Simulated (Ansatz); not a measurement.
**Tetradymite Bi2Te3**

Level of theory: LDA (Ansatz, a first-principles code, PAW).

Run with plane-wave cutoff 500 eV, 10×10×10 k mesh, Fermi–Dirac smearing 0.05 eV, scalar-relativistic PAW data made under PBE.

Cell (relaxed at this level):

Bi2Te3 has the trigonal space group R-3m, hexagonal axes (No. 166), Pearson symbol hR5. Lattice parameters: a = 4.3523 Å, b = 4.3523 Å, c = 29.8833 Å, α = 90.00°, β = 90.00°, γ = 120.00°. Bi on 6c is coordinated by 3 Te at 3.043 Å and 3 Te at 3.211 Å (octahedral). Te1 on 3a is surrounded by 6 Bi at 3.211 Å (octahedral). Te2 on 6c is surrounded by 3 Bi at 3.043 Å and 3 Te at 3.566 Å (octahedral). (Neighbours: up to the widest gap in distance over summed covalent radii, below 1.35, at either atom; cation-cation and far metal-metal contacts left out.)
(The calculation used a cell of 5 atoms; values per cell refer to that cell.)

```yaml
band_gap: 0.15 eV (on the SCF k mesh)
```

Spin–orbit coupling is not included; with these elements it can move the gap by several tenths of an eV or more.

Computed values are for the static lattice.

The result took roughly 6 core-minutes.
